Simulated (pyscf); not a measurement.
This saddle point was located with ωB97X-D3(BJ)/def2-SVP in PySCF.

```xyz
9

O     -0.3811     1.4325     1.5202
Ga    -0.1756    -0.2751     0.9429
O      0.9831    -1.3574     1.7288
O     -1.1666    -0.7952    -0.4206
H     -0.5493     2.3591     0.8477
H      1.4395    -0.9874     2.4927
H     -1.0337    -1.7149    -0.6775
H      0.4115     2.2634     1.4961
H      0.2622     3.2470     0.8094
```
Charge 0, spin multiplicity 1.

Surface: singlet, charge 0. Lowest wavenumbers (cm⁻¹): 2567i, 80, 124, 173, 179.

Task: Name the species on either side of this saddle.

Result: HO–Ga(OH)–OH + H₂ <-> HO–Ga(OH)–OH + H₂, a four-centre exchange read from left to right: H–O, H–H broken and H–O, H–H formed. At ωB97M-D3(BJ)/def2-TZVP it lies +67.1 kcal/mol from the left side and +67.1 kcal/mol from the right (each side as separated species at their lowest minima found). The same reactants have a lower exit, to HO–GaH–OH + H₂O (barrier +23.8 kcal/mol at ωB97M-D3(BJ)/def2-TZVP, against +67.1 kcal/mol here). One saddle was located; it need not be the lowest between these sides. Elements up to Kr have no core potential and no relativistic terms here.
